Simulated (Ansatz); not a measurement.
# One arrangement of a pair

The pair of HCl (SMILES Cl, atoms 1–2) and Si$_{2}$H$_{6}$ (SMILES [SiH3][SiH3], atoms 3–10), both closed shells, in one local arrangement (a lower one may exist), relaxed at PBE0-D4/def2-TZVP:

| atom | x (Å) | y (Å) | z (Å) |
| --- | --- | --- | --- |
| Cl1 | 0.5738 | -0.8422 | -3.0374 |
| H2 | -0.3110 | -0.1885 | -2.3764 |
| Si3 | 0.9684 | -0.4691 | 0.8721 |
| Si4 | -1.0130 | 0.7140 | 0.4836 |
| H5 | 1.2679 | -0.4251 | 2.3286 |
| H6 | 0.8122 | -1.8851 | 0.4513 |
| H7 | 2.0931 | 0.1515 | 0.1263 |
| H8 | -0.8695 | 2.1371 | 0.8898 |
| H9 | -2.1482 | 0.1077 | 1.2279 |
| H10 | -1.3736 | 0.6996 | -0.9660 |

Program: Ansatz 0.2.0. Basis: def2-TZVPPD, with def2-QZVPPD for the basis limit. Cores are frozen in the correlated methods. B3LYP uses VWN-RPA correlation. Extrapolation: Hartree–Fock as exp(−7.88 √X), correlation as X^−2.97. Interaction energies count from these two fragments, frozen as in the pair, with the counterpoise correction; negative means bound.

Question: What is the interaction energy by CCSD(T) at an estimated basis limit (MP2 extrapolated from triple and quadruple zeta, plus CCSD(T) − MP2 in triple zeta)? (Judge from chemistry; the value comes from the calculation.)

Answer: The calculation gives: -1.49 kcal/mol. Hartree–Fock alone gives 1.29 kcal/mol at the basis limit, so without correlation the pair would not bind at this distance. It counts from the two fragments frozen as in the pair.

The same quantity by other methods in triple zeta, and each one's difference from that estimate:
| method | E_int (kcal/mol) | difference |
| --- | --- | --- |
| PBE-D4 | -2.07 | -0.58 |
| revPBE-D4 | -1.53 | -0.04 |
| BLYP-D4 | -1.61 | -0.12 |
| r2SCAN-D4 | -1.53 | -0.04 |
| B97M-V | -1.65 | -0.16 |
| PBE0-D4 | -1.79 | -0.30 |
| B3LYP-D4 | -1.66 | -0.17 |
| HSE06-D4 | -1.79 | -0.30 |
| wB97X-V | -1.41 | 0.08 |
| wB97M-V | -1.45 | 0.04 |
| B2PLYP | -0.41 | 1.09 |
| HF | 1.31 | 2.80 |
| MP2 | -1.31 | 0.18 |
| CCSD | -0.70 | 0.79 |
| CCSD(T) | -1.09 | 0.41 |
Differences are method less estimate.

Question: Which atoms make the shortest contact between the fragments?

Answer: H2 and H10, 1.98 Å apart.

Basis-set superposition shift (counterpoise-corrected less uncorrected): CCSD(T) 0.48; MP2 0.47; HF 0.07; PBE0-D4 0.09; wB97M-V 0.07 kcal/mol.

No T1 diagnostic of these runs exceeds 0.013.

For scale, one of the runs: CCSD(T)/def2-TZVPPD, 266 basis functions, launched by `ansatz run in.yaml --threads 4 --pin off --events-out ev --progress --plain --max-ram 9574MiB`. The run took 27 s on 4 CPU threads of an Intel Xeon 6975P-C (shared host), with 6.3 GiB of host memory at its peak.
